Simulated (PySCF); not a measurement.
# CH4SSi (SMILES C[Si]S) at 5 levels

Aim: a comparison of 5 runs (mPW1K/cc-pVDZ, LRC-wPBEh/cc-pV(D+d)Z, RI-MP2/aug-pc-1, CCSD/6-31G, CCSD/6-31++G**) of CH4SSi. 

The results are computed with PySCF 2.14.0.

7 further runs of the same task are left out: 1 that didn't finish, 6 set aside as unsound or not needed.

### 1 The system as given

CH4SSi has 7 atoms, charge 0, and is taken as a singlet. As SMILES, `C[Si]S`. The shape is that of a PBE0-D4/def2-TZVP optimisation. This is one conformer, not always the lowest.

Bond lengths: C1–Si2 1.900 Å, Si2–S3 2.131 Å, C1–H4 1.092 Å, C1–H5 1.099 Å, C1–H6 1.093 Å, S3–H7 1.344 Å. Angles: C1–Si2–S3 95.9°, Si2–C1–H4 116.0°, Si2–C1–H5 106.7°, Si2–C1–H6 110.2°, Si2–S3–H7 96.6°, H4–C1–H5 107.8°, H4–C1–H6 109.3°, H5–C1–H6 106.4°.

### 2 Localised orbitals at mPW1K/cc-pVDZ (density fitting with def2-universal-jkfit, COSMO tetrahydrofuran) (run 1)

calc.py reads:

```python
import numpy
from pyscf import gto, dft, lo, solvent

mol = gto.M(
    atom='''
C     -1.573953     1.171441    -0.490006
Si     0.991350     0.418952     1.907490
S      2.509367    -2.735945    -0.082770
H     -2.235357    -0.412905    -1.634991
H     -0.787071     2.597995    -1.777098
H     -3.187212     2.058290     0.447865
H      4.398338    -3.226518     1.542772
''',
    verbose=4,
    max_memory=1860,
    spin=0,
    basis='cc-pvdz',
    unit='bohr',
)

mf = dft.RKS(mol)
mf.xc = 'mpw1k'
mf = mf.density_fit(auxbasis='def2-universal-jkfit')
mf = mf.PCM()
mf.with_solvent.method = 'COSMO'
mf.with_solvent.eps = 7.4257
mf.max_cycle = 71
mf.init_guess = '1e'
mf.kernel()

e_tot = mf.e_tot
print(f'total energy: {e_tot:.8f} hartree')
occ = mf.mo_coeff[:, 0:mol.nelec[0]]
loc = lo.Boys(mol, occ).kernel()
r1 = numpy.einsum('xij,ip,jp->px', mol.intor('int1e_r'), loc, loc)
spread = numpy.einsum('ij,ip,jp->p', mol.intor('int1e_r2'), loc, loc) - (r1 ** 2).sum(1)
centres = r1 * 0.529177
print('orbital  centre (A)  spread (bohr^2)')
for i, (c, s) in enumerate(zip(centres, spread), 1):
    print('%3d %9.4f %9.4f %9.4f %9.4f' % (i, *c, s))
```

Launch:

```
$ OMP_NUM_THREADS=1 python calc.py
```

What it wrote:

```text
PySCF version 2.14.0

[... 63 lines left out ...]
Solvent Energy = -1.09112827293047
[... 7 lines left out ...]
Solvent Energy = -4.06648635867557
[... 7 lines left out ...]
Solvent Energy = -0.311884261396803
[... 7 lines left out ...]
Solvent Energy = -0.00433945386609538
[... 7 lines left out ...]
Solvent Energy = -0.00382109313666091
[... 7 lines left out ...]
Solvent Energy = -0.00385000468070061
[... 7 lines left out ...]
Solvent Energy = -0.00385605321548356
[... 7 lines left out ...]
Solvent Energy = -0.0038561264195932
[... 2 lines left out ...]
total energy: -728.21915465 hartree
[... 40 lines left out ...]
 20    0.7296    0.4412    1.5231    5.5774
```

Wall time 14 s (1 thread of Intel Xeon 6975P-C (Granite Rapids), shared host); peak memory 0.4 GiB.

### 3 Localised orbitals at LRC-wPBEh/cc-pV(D+d)Z (sfX2C, density fitting with cc-pvdz-jkfit) (run 2)

calc.py reads:

```python
# C[Si]S
import numpy
from pyscf import gto, dft, lo

molecule = gto.M(
    atom=[
    ('C', (-0.832900, 0.619900, -0.259300)),
    ('Si', (0.524600, 0.221700, 1.009400)),
    ('S', (1.327900, -1.447800, -0.043800)),
    ('H', (-1.182900, -0.218500, -0.865200)),
    ('H', (-0.416500, 1.374800, -0.940400)),
    ('H', (-1.686600, 1.089200, 0.237000)),
    ('H', (2.327500, -1.707400, 0.816400)),
],
    verbose=3,
    max_memory=1860,
    basis='cc-pv(d+d)z',
)

calc0 = dft.RKS(molecule, xc='lrc-wpbeh')
calc0 = calc0.x2c()
calc0 = calc0.density_fit(auxbasis='cc-pvdz-jkfit')
calc0.kernel()

e_tot = calc0.e_tot
print('Final energy', e_tot)
occ = calc0.mo_coeff[:, 0:molecule.nelec[0]]
loc = lo.ibo.ibo(molecule, occ)
r1 = numpy.einsum('xij,ip,jp->px', molecule.intor('int1e_r'), loc, loc)
spread = numpy.einsum('ij,ip,jp->p', molecule.intor('int1e_r2'), loc, loc) - (r1 ** 2).sum(1)
centres = r1 * 0.529177
print('orbital  centre (A)  spread (bohr^2)')
for i, (c, s) in enumerate(zip(centres, spread), 1):
    print('%3d %9.4f %9.4f %9.4f %9.4f' % (i, *c, s))
```

Launch:

```
$ OMP_NUM_THREADS=1 python calc.py
```

What it wrote:

```text
converged SCF energy = -729.421697869551
Final energy -729.4216978695513
 Iterative localization: IB/P4/2x2, 8 iter; Final gradient 3.73e-09
orbital  centre (A)  spread (bohr^2)
  1    1.3388   -1.4537   -0.0388    0.0472
  2    0.5246    0.2217    1.0094    0.0184
  3   -0.8332    0.6201   -0.2596    0.1261
  4    1.2876   -1.3538    0.0039    0.2415
  5    1.2917   -1.5179   -0.0593    0.2208
  6    1.3541   -1.4433   -0.0987    0.2288
  7    1.3686   -1.4684   -0.0223    0.2028
  8    0.5045    0.1860    0.8942    0.4267
  9    0.5176    0.2109    1.0148    0.3633
 10    0.5431    0.2763    1.1263    0.3076
 11    0.5420    0.2124    1.0121    0.3842
 12    1.2314   -1.6843   -0.4404    3.5052
 13   -1.3821    0.9233    0.0867    2.6483
 14   -0.3163    0.4240    0.2174    3.7989
 15   -1.0493    0.0563   -0.6435    2.6546
 16   -0.5313    1.1076   -0.6822    2.7860
 17    1.9784   -1.6186    0.5133    3.0766
 18    1.0202   -0.8185    0.3452    3.9737
 19    1.2482   -1.2554    0.0961    6.4119
 20    0.7077    0.4384    1.4940    5.3214
```

Wall time 6 s (1 thread of Intel Xeon 6975P-C (Granite Rapids), shared host); peak memory 0.35 GiB.

Runs 3 to 4 aren't shown in full; the table further down has their settings and results.

### 4 Energy and forces at CCSD/6-31++G(d,p) (Cartesian functions) (run 5)

input.xyz reads:

```xyz
7

C     -0.832900     0.619900    -0.259300
Si     0.524600     0.221700     1.009400
S      1.327900    -1.447800    -0.043800
H     -1.182900    -0.218500    -0.865200
H     -0.416500     1.374800    -0.940400
H     -1.686600     1.089200     0.237000
H      2.327500    -1.707400     0.816400
```

calc.py reads:

```python
from pyscf import gto, scf, cc

mol = gto.Mole()
mol.atom = 'input.xyz'
mol.charge = 0
mol.basis = '6-31++g**'
mol.max_memory = 1860
mol.verbose = 3
mol.cart = True
mol.build()

calc0 = scf.RHF(mol)
calc0.kernel()

mycc = cc.CCSD(calc0, frozen=11)
mycc.kernel()
e_tot = mycc.e_tot
print('Final energy', e_tot)
grad = mycc.nuc_grad_method().kernel()
dip = calc0.dip_moment()
pop, q = calc0.mulliken_pop()
```

Launch:

```
$ OMP_NUM_THREADS=1 python calc.py
```

What it wrote:

```text
converged SCF energy = -726.626648762124
[... 1 line left out ...]
Final energy -727.0257436854835
[... 10 lines left out ...]
Dipole moment(X, Y, Z, Debye): -0.41932,  0.68499,  0.25188
[... 97 lines left out ...]
charge of    6H =      0.02699
```

Wall time 24 s (1 thread of Intel Xeon 6975P-C (Granite Rapids), shared host); peak memory 0.71 GiB.

### 5 The series

```tsv
run	level	integral approximation	dielectric constant	energy (Eh)	dipole moment (D) of the reference	HOMO energy (eV)	LUMO energy (eV)	wall time
1	mPW1K/cc-pVDZ (density fitting with def2-universal-jkfit, COSMO tetrahydrofuran)	def2-universal-jkfit	7.4257	-728.219155	0.62	-7.17	-1.38	14 s
2	LRC-wPBEh/cc-pV(D+d)Z (sfX2C, density fitting with cc-pvdz-jkfit)	cc-pvdz-jkfit	–	-729.421698	0.44	-8.21	-0.33	6 s
3	RI-MP2/aug-pc-1 (density fitting)	auto	–	-727.007934	0.63	-8.86	0.71	1.9 s
4	CCSD/6-31G (C-PCM water)	none	78.3553	-726.764009	1.97	-8.88	1.01	7.5 s
5	CCSD/6-31++G** (Cartesian functions)	none	–	-727.025744	0.84	-8.90	0.72	24 s
```

### 6 What came out

| quantity | value |
| --- | --- |
| run 5: total energy | -727.02574 Eh |
| run 5: dipole moment (Hartree–Fock density) | 0.84 D |
| run 5: HOMO energy (Hartree–Fock orbitals) | -8.90 eV |
| run 5: LUMO energy (Hartree–Fock orbitals) | 0.72 eV |
| run 5: HOMO–LUMO gap (Hartree–Fock orbitals) | 9.62 eV |
| run 5: correlation energy (11 core orbitals frozen) | -399.1 mEh |
| run 5: T1 diagnostic | 0.016 |
| run 5: largest force on an atom | 0.298 eV/Å |

In words: Totals of different functionals can't be ranked against each other. Some runs of one species differ in core potentials or relativity; totals across that change don't compare. All runs together took 54 s, the longest 24 s.
